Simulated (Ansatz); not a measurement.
**CH4AlCl: molecular dynamics**

Aim: follow the molecule's vibrations and see whether its bonds hold. The start is relaxed first. Runs: 500 steps of 0.25 fs under a Nosé-Hoover thermostat at 300 K.

Method: RKS PBE/STO-3G, in Ansatz 0.2.0.

### 1 The structure to begin with

Bond lengths: Al1–C2 1.970 Å, C2–H3 1.110 Å, C2–H4 1.110 Å, C2–H5 1.110 Å, Al1–Cl6 2.230 Å, Al1–H7 1.560 Å. Angles: Al1–C2–H3 109.5°, Al1–C2–H4 109.5°, Al1–C2–H5 109.5°, H3–C2–H4 109.4°, H3–C2–H5 109.4°, H4–C2–H5 109.4°, C2–Al1–Cl6 120.0°, C2–Al1–H7 120.0°, Cl6–Al1–H7 120.0°.

Structure file:

```xyz
7

Al    0.0000    0.0000    0.0000
C     0.0000    0.0000    1.9700
H    -0.9996   -0.3092    2.3405
H     0.7676   -0.7111    2.3405
H     0.2320    1.0203    2.3405
Cl    1.9312    0.0000   -1.1150
H    -1.3510    0.0000   -0.7800
```

### 2 Preparing the start

Contents of input.yaml:

```yaml
crystal:
  periodic: [false, false, false]
  atoms:
    - { symbol: Al, position_ang: [0.0, 0.0, 0.0] }
    - { symbol: C, position_ang: [0.0, 0.0, 1.97] }
    - { symbol: H, position_ang: [-0.9996, -0.3092, 2.3405] }
    - { symbol: H, position_ang: [0.7676, -0.7111, 2.3405] }
    - { symbol: H, position_ang: [0.232, 1.0203, 2.3405] }
    - { symbol: Cl, position_ang: [1.9312, 0.0, -1.115] }
    - { symbol: H, position_ang: [-1.351, 0.0, -0.78] }
basis:
  gaussian: { orbitals: STO-3G }
hamiltonian:
  xc: pbe
relax:
  f_tol: 0.02
  max_steps: 40
```

On the command line:

```console
$ ansatz run input.yaml --threads 1 --pin off --max-ram 2048MiB --backend cpu --events-out ev --progress --plain --runs-dir out
```

Standard output, shortened:

```text
Warning: RAYON_NUM_THREADS=1 ignored (pool sized by the plan → 1); use --threads N
[...]
Functional definition: PBE
[...]
345 factors; integrals over basis functions are off by at most 1.0e-5 eV
[...]
mean field -19984.05804660 eV, -734.4005875314 hartree, gradient 1.7e-5 eV, S^2 0.000000; 0 other end points of the search recorded, 0 dependent functions left out
[...]
reference -19984.05806733 eV, -734.4005882934 hartree; 20, 20 occupied and 7, 7 virtual orbitals, 345 factors
relax step   1: F+E_penalty+E_count = -19984.05804660 eV  Δ(F+E_penalty+E_count) = +0.000e0 eV  max|allowed force component| = 1.893e0 eV/Å  Δτ_max = 0.0000 Å  (20 SCF iters, accepted)
[...]
relax step   3: F+E_penalty+E_count = -19984.32576113 eV  Δ(F+E_penalty+E_count) = -1.724e-2 eV  max|allowed force component| = 6.756e-2 eV/Å  Δτ_max = 0.0437 Å  (23 SCF iters, accepted)
[...]
relax step   4: F+E_penalty+E_count = -19984.32603274 eV  Δ(F+E_penalty+E_count) = -2.716e-4 eV  max|allowed force component| = 1.408e-2 eV/Å  Δτ_max = 0.0070 Å  (18 SCF iters, accepted)
345 factors; integrals over basis functions are off by at most 1.0e-5 eV
mean field -19984.32603274 eV, -734.4104358406 hartree, gradient 6.3e-6 eV, S^2 0.000000; 1 other end points of the search recorded, 0 dependent functions left out
[...]
reference -19984.32605292 eV, -734.4104365823 hartree; 20, 20 occupied and 7, 7 virtual orbitals, 345 factors
Total energy: -19984.32605292 eV, -734.4104365823 hartree
Atom 0 at    -0.040034    -0.003014     0.015552 Å, force     0.006998     0.000081    -0.000614 eV/Å
Atom 1 at     0.013344    -0.006501     1.926254 Å, force    -0.014082    -0.009993    -0.001555 eV/Å
Atom 2 at    -0.955052    -0.304376     2.363039 Å, force     0.010800     0.003358    -0.002011 eV/Å
Atom 3 at     0.783226    -0.690723     2.321114 Å, force     0.000192     0.003163     0.001269 eV/Å
Atom 4 at     0.251156     0.997452     2.320258 Å, force     0.001643     0.002552     0.001514 eV/Å
Atom 5 at     1.796652    -0.000448    -0.991954 Å, force    -0.007986    -0.000130     0.002307 eV/Å
Atom 6 at    -1.269093     0.007610    -0.857765 Å, force     0.002435     0.000969    -0.000910 eV/Å
Dipole moment:    -0.490714     0.000332     0.310896 e Å
```

It took 5.1 s on 1 thread of Arm Neoverse V1, shared host; peak memory 0.11 GiB.

Relaxation path:

| step | energy from step 1 (eV) | largest force component (eV/Å) |
| --- | --- | --- |
| 1 | 0.0000 | 1.8933 |
| 2 | -0.2505 | 0.2892 |
| 3 | -0.2677 | 0.0676 |
| 4 | -0.2680 | 0.0141 |

Step 1 is the start.

After: Bond lengths: Al1–C2 1.911 Å, C2–H3 1.103 Å, C2–H4 1.103 Å, C2–H5 1.104 Å, Al1–Cl6 2.095 Å, Al1–H7 1.508 Å. Angles: Al1–C2–H3 111.8°, Al1–C2–H4 112.2°, Al1–C2–H5 111.2°, H3–C2–H4 107.7°, H3–C2–H5 107.0°, H4–C2–H5 106.6°, C2–Al1–Cl6 117.1°, C2–Al1–H7 127.0°, Cl6–Al1–H7 115.9°.

### 3 Dynamics

500 steps of 0.25 fs under a Nosé-Hoover thermostat at 300 K, from the relaxed start.

Contents of input.yaml:

```yaml
crystal:
  periodic: [false, false, false]
  atoms:
    - { symbol: Al, position_ang: [-0.040034, -0.003014, 0.015552] }
    - { symbol: C, position_ang: [0.013344, -0.006501, 1.926254] }
    - { symbol: H, position_ang: [-0.955052, -0.304376, 2.363039] }
    - { symbol: H, position_ang: [0.783226, -0.690723, 2.321114] }
    - { symbol: H, position_ang: [0.251156, 0.997452, 2.320258] }
    - { symbol: Cl, position_ang: [1.796652, -0.000448, -0.991954] }
    - { symbol: H, position_ang: [-1.269093, 0.00761, -0.857765] }
basis:
  gaussian: { orbitals: STO-3G }
hamiltonian:
  xc: pbe
md:
  timestep: 0.25
  n_steps: 500
  ensemble: nvt_nose_hoover
  temperature: 300.0
  initial_velocities: maxwell_boltzmann
  seed: 638834
```

On the command line:

```console
$ ansatz run input.yaml --threads 1 --pin off --max-ram 2048MiB --backend cpu --events-out ev --progress --plain --runs-dir out
```

Standard output, shortened:

```text
Warning: RAYON_NUM_THREADS=1 ignored (pool sized by the plan → 1); use --threads N
[...]
Functional definition: PBE
[...]
346 factors; integrals over basis functions are off by at most 9.8e-6 eV
[...]
mean field -19984.32603415 eV, -734.4104358925 hartree, gradient 5.6e-5 eV, S^2 0.000000; 0 other end points of the search recorded, 0 dependent functions left out
[...]
reference -19984.32605432 eV, -734.4104366334 hartree; 20, 20 occupied and 7, 7 virtual orbitals, 346 factors
md step     0: t =     0.00 fs  T =   300.0 K  F+E_penalty+E_count = -19984.32603415 eV  E_kin = 0.193890 eV  conserved = -19984.13214416 eV  (19 SCF iters)
[...]
md step    20: t =     5.00 fs  T =   170.2 K  F+E_penalty+E_count = -19984.24202674 eV  E_kin = 0.110008 eV  conserved = -19984.13206832 eV  (15 SCF iters)
[...]
md step    40: t =    10.00 fs  T =   105.1 K  F+E_penalty+E_count = -19984.19975637 eV  E_kin = 0.067928 eV  conserved = -19984.13206615 eV  (18 SCF iters)
[...]
md step    60: t =    15.00 fs  T =   106.1 K  F+E_penalty+E_count = -19984.20001574 eV  E_kin = 0.068552 eV  conserved = -19984.13206608 eV  (15 SCF iters)
[...]
md step    80: t =    20.00 fs  T =   209.7 K  F+E_penalty+E_count = -19984.26622980 eV  E_kin = 0.135540 eV  conserved = -19984.13210449 eV  (15 SCF iters)
md step    81: t =    20.25 fs  T =   215.5 K  F+E_penalty+E_count = -19984.26989587 eV  E_kin = 0.139273 eV  conserved = -19984.13211055 eV  (17 SCF iters)
```

### 4 More of the same log: dynamics from the start

The log, continued, shortened:

```text
md step    82: t =    20.50 fs  T =   219.2 K  F+E_penalty+E_count = -19984.27222180 eV  E_kin = 0.141674 eV  conserved = -19984.13211101 eV  (18 SCF iters)
[...]
md step   108: t =    27.00 fs  T =   143.1 K  F+E_penalty+E_count = -19984.22103343 eV  E_kin = 0.092471 eV  conserved = -19984.13200436 eV  (16 SCF iters)
[...]
md step   134: t =    33.50 fs  T =   174.1 K  F+E_penalty+E_count = -19984.23923958 eV  E_kin = 0.112508 eV  conserved = -19984.13202687 eV  (17 SCF iters)
[...]
md step   160: t =    40.00 fs  T =   176.6 K  F+E_penalty+E_count = -19984.23827677 eV  E_kin = 0.114141 eV  conserved = -19984.13205949 eV  (15 SCF iters)
[...]
md step   184: t =    46.00 fs  T =   153.3 K  F+E_penalty+E_count = -19984.22054127 eV  E_kin = 0.099062 eV  conserved = -19984.13205567 eV  (18 SCF iters)
md step   185: t =    46.25 fs  T =   152.5 K  F+E_penalty+E_count = -19984.21993620 eV  E_kin = 0.098573 eV  conserved = -19984.13205598 eV  (18 SCF iters)
```

### 5 More of the same log: dynamics from the start

Output, continued, shortened:

```text
md step   186: t =    46.50 fs  T =   150.9 K  F+E_penalty+E_count = -19984.21874550 eV  E_kin = 0.097501 eV  conserved = -19984.13205362 eV  (18 SCF iters)
[...]
md step   207: t =    51.75 fs  T =   118.5 K  F+E_penalty+E_count = -19984.19566947 eV  E_kin = 0.076603 eV  conserved = -19984.13201605 eV  (15 SCF iters)
[...]
md step   228: t =    57.00 fs  T =   182.7 K  F+E_penalty+E_count = -19984.23414708 eV  E_kin = 0.118073 eV  conserved = -19984.13203604 eV  (15 SCF iters)
[...]
md step   249: t =    62.25 fs  T =   181.0 K  F+E_penalty+E_count = -19984.22907188 eV  E_kin = 0.116986 eV  conserved = -19984.13204640 eV  (15 SCF iters)
[...]
md step   499: t =   124.75 fs  T =   213.9 K  F+E_penalty+E_count = -19984.17720851 eV  E_kin = 0.138248 eV  conserved = -19984.13196400 eV  (18 SCF iters)
[...]
md step   500: t =   125.00 fs  T =   206.4 K  F+E_penalty+E_count = -19984.17204055 eV  E_kin = 0.133426 eV  conserved = -19984.13194226 eV  (20 SCF iters)
Total energy: -19984.17206050 eV, -734.4047774652 hartree
Atom 0 at    -0.029555     0.004452    -0.005410 Å, force    -0.411666     0.180963     0.942092 eV/Å
Atom 1 at     0.043422    -0.017077     1.881124 Å, force     0.393883     0.154013     0.214791 eV/Å
Atom 2 at    -0.732020    -0.579784     2.381676 Å, force    -0.886894    -0.487229     0.118080 eV/Å
Atom 3 at     0.976768    -0.405718     2.301156 Å, force     0.412940     0.217909     0.041341 eV/Å
Atom 4 at    -0.096106     1.026493     2.215948 Å, force     0.229307     0.036319     0.140148 eV/Å
Atom 5 at     1.777502    -0.013129    -0.963277 Å, force     0.815076    -0.105812    -0.698103 eV/Å
Atom 6 at    -1.303844     0.341122    -0.661805 Å, force    -0.552647     0.003837    -0.758350 eV/Å
Dipole moment:    -0.450015    -0.074583     0.195924 e Å
```

Wall time 7.2 min (1 thread of Arm Neoverse V1, shared host); peak memory 0.079 GiB.

### 6 Frames and traces

One step in 26; energies are changes from step 0:

| time (fs) | T (K) | potential energy change (meV/atom) | conserved energy change (meV/atom) |
| --- | --- | --- | --- |
| 0.0 | 300 | 0.0 | 0.00 |
| 6.5 | 126 | 16.1 | 0.02 |
| 13.0 | 84 | 20.0 | 0.02 |
| 19.5 | 193 | 10.1 | 0.01 |
| 26.0 | 167 | 12.8 | 0.01 |
| 32.5 | 161 | 13.6 | 0.02 |
| 39.0 | 161 | 14.0 | 0.02 |
| 45.5 | 152 | 15.1 | 0.01 |
| 52.0 | 119 | 18.6 | 0.02 |
| 58.5 | 175 | 14.0 | 0.02 |
| 65.0 | 145 | 17.4 | 0.03 |
| 71.5 | 191 | 14.0 | 0.02 |
| 78.0 | 182 | 15.7 | 0.02 |
| 84.5 | 146 | 20.0 | 0.03 |
| 91.0 | 209 | 15.2 | 0.03 |
| 97.5 | 160 | 20.8 | 0.02 |
| 104.0 | 194 | 18.8 | 0.02 |
| 110.5 | 216 | 17.9 | 0.03 |
| 117.0 | 259 | 15.5 | 0.02 |
| 123.5 | 242 | 18.4 | 0.01 |
| 125.0 | 206 | 22.0 | 0.03 |

time (fs), T (K) and a bar:
```
      0.0        300 ##############################
      5.5        157 ########
     10.8        101 
     16.2        101 
     21.8        211 #################
     27.2        138 #####
     32.5        161 #########
     38.0        150 #######
     43.5        141 ######
     49.0        116 ##
     54.2        148 #######
     59.8        184 #############
     65.2        150 #######
     70.8        189 #############
     76.0        159 #########
     81.5        220 ##################
     87.0        185 #############
     92.5        225 ###################
     97.8        161 #########
    103.2        211 #################
    108.8        218 ##################
    114.2        290 #############################
    119.5        218 ##################
    125.0        206 ################
```

Maxima of the velocity power spectrum (cm⁻¹, relative height; resolution about 530 cm⁻¹): 670 (100), 1530 (32).

### 7 Frames from the trajectory

Extended XYZ, with forces in eV/Å:

```xyz
7
time_fs=15.5 T=105 dE=0.1266
Al   -0.001    0.013    0.000   -0.928   -0.144    1.723
C    -0.007   -0.007    1.958    0.627    0.385   -1.327
H    -0.986   -0.366    2.308    0.073   -0.025    0.345
H     0.809   -0.686    2.269   -0.316   -0.110    0.265
H     0.230    0.982    2.406   -0.304   -0.258   -0.094
Cl    1.772   -0.005   -0.990    1.369    0.089   -0.638
H    -1.176   -0.177   -0.885   -0.521    0.062   -0.275
7
time_fs=31.2 T=151 dE=0.1010
Al   -0.046    0.010    0.054    1.424   -0.240   -1.437
C    -0.006   -0.013    1.905   -0.587   -0.178    1.442
H    -0.989   -0.354    2.292    0.177   -0.001   -0.041
H     0.754   -0.639    2.385    0.249   -0.298   -0.152
H     0.140    0.978    2.338    0.062    0.584    0.080
Cl    1.812   -0.005   -1.016   -0.782    0.066    0.480
H    -1.253   -0.079   -0.796   -0.542    0.066   -0.371
7
time_fs=47.0 T=145 dE=0.1112
Al   -0.043   -0.013    0.015    0.305    0.350    1.031
C    -0.028   -0.005    1.982    0.700    0.070   -0.249
H    -0.936   -0.375    2.485   -0.298   -0.010   -0.377
H     0.797   -0.632    2.398   -0.151    0.463   -0.204
H     0.117    1.044    2.361    0.075   -0.645   -0.284
Cl    1.817   -0.001   -1.020   -0.659   -0.095    0.354
H    -1.311    0.216   -0.761    0.028   -0.132   -0.271
7
time_fs=62.5 T=175 dE=0.1011
Al   -0.017   -0.008    0.026   -0.444    0.342   -0.289
C     0.001   -0.009    1.951   -0.831   -0.507   -1.298
H    -0.964   -0.417    2.298    0.114    0.054    0.271
H     0.816   -0.601    2.369    0.323    0.012    0.317
H     0.059    1.036    2.253    0.205    0.403    0.530
Cl    1.784   -0.002   -1.002    0.584   -0.113   -0.093
H    -1.145    0.215   -0.984    0.050   -0.191    0.562
7
time_fs=78.0 T=182 dE=0.1096
Al   -0.007    0.020    0.028   -1.647   -0.259   -1.052
C    -0.003   -0.022    1.883    0.609    0.423    1.904
H    -0.920   -0.479    2.303    0.226   -0.013   -0.101
H     0.884   -0.545    2.306   -0.405   -0.112   -0.167
H     0.071    0.994    2.341   -0.208   -0.244   -0.311
Cl    1.780   -0.010   -0.988    0.657    0.058   -0.423
H    -1.337   -0.067   -0.754    0.767    0.147    0.149
7
time_fs=93.8 T=209 dE=0.1103
Al   -0.065    0.032   -0.002    0.244   -0.358    0.637
C     0.025   -0.019    1.962    0.147    0.242   -0.767
H    -0.852   -0.546    2.345   -0.326   -0.311    0.175
H     0.919   -0.528    2.350    0.136   -0.374   -0.241
H     0.046    0.944    2.491   -0.181    0.471   -0.294
Cl    1.812   -0.015   -0.996   -0.546    0.107    0.184
H    -1.328   -0.150   -0.860    0.527    0.223    0.306
7
time_fs=109.5 T=218 dE=0.1223
Al   -0.081    0.018    0.024    1.072   -0.049   -0.802
C     0.030   -0.018    1.935   -0.393   -0.482   -0.470
H    -0.801   -0.609    2.409    0.635    0.602   -0.190
H     1.006   -0.485    2.183   -0.294    0.290    0.360
H     0.006    1.038    2.272    0.047   -0.354    0.390
Cl    1.816   -0.014   -0.993   -0.759    0.001    0.532
H    -1.183    0.116   -0.994   -0.309   -0.007    0.180
7
time_fs=125.0 T=206 dE=0.1540
Al   -0.030    0.004   -0.005   -0.412    0.181    0.942
C     0.043   -0.017    1.881    0.394    0.154    0.215
H    -0.732   -0.580    2.382   -0.887   -0.487    0.118
H     0.977   -0.406    2.301    0.413    0.218    0.041
H    -0.096    1.026    2.216    0.229    0.036    0.140
Cl    1.778   -0.013   -0.963    0.815   -0.106   -0.698
H    -1.304    0.341   -0.662   -0.553    0.004   -0.758
```

### 8 Results

| quantity | value |
| --- | --- |
| relaxation of the start | 3 moves, 0.268 eV lower |
| length | 500 steps of 0.25 fs |
| temperature, first and last step | 300 and 206 K |
| temperature, second half | mean 197 K, from 135 to 291 K |
| potential energy, second half | +17 meV/atom from the start |
| largest change of the conserved energy | 0.04 meV/atom |
| bonds formed or broken | 0 |

Against a set 300 K the second half averages 197 K with a spread of 36 K; 17 meV/atom has gone into potential energy, and a thermostat that acts over some 100 fs has not made it up in 125 fs. The conserved energy strays from its start by at most 0.04 meV/atom, 0.2 % of the mean kinetic energy, so a step of 0.25 fs is short enough over this time. The bonds all hold. A run of 125 fs with 7 atoms shows the motion but fixes no equilibrium value. The nuclei move classically, without zero-point motion, which matters most for hydrogen. In so small a basis the energies are only a sketch.
